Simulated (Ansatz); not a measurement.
hcp Zr, treated with LDA in Ansatz (plane waves, PAW).

Settings: plane-wave cutoff 500 eV, 30×30×14 k mesh (along the axes of the cell as run), Fermi–Dirac smearing 0.1 eV, scalar-relativistic PAW data made under PBE.

Computed at the level's own relaxed cell.

Problem. Estimate the equilibrium volume per atom, equilibrium lattice constant a and c axis length that the calculation returns.

Solution. 
equilibrium volume per atom: 21.79 Å³/atom
equilibrium lattice constant a: 3.144 Å
c axis length: 5.091 Å

Measured, for comparison: lattice constant a 3.232 Å, lattice parameter c 5.148 Å (293 K, not corrected to a static lattice; as tabulated in Wikipedia's data pages). Computed (rounded) less measured: lattice constant a -2.7 %, lattice parameter c -1.1 %. A static lattice is as a rule a little smaller and stiffer than an uncorrected measurement, which narrows the difference in the lattice parameter c and would widen misses of the other sign.

Computed values are for the static lattice.

It cost about 110 core-seconds (a rough figure) of CPU time.

Ansatz is an electronic-structure program.
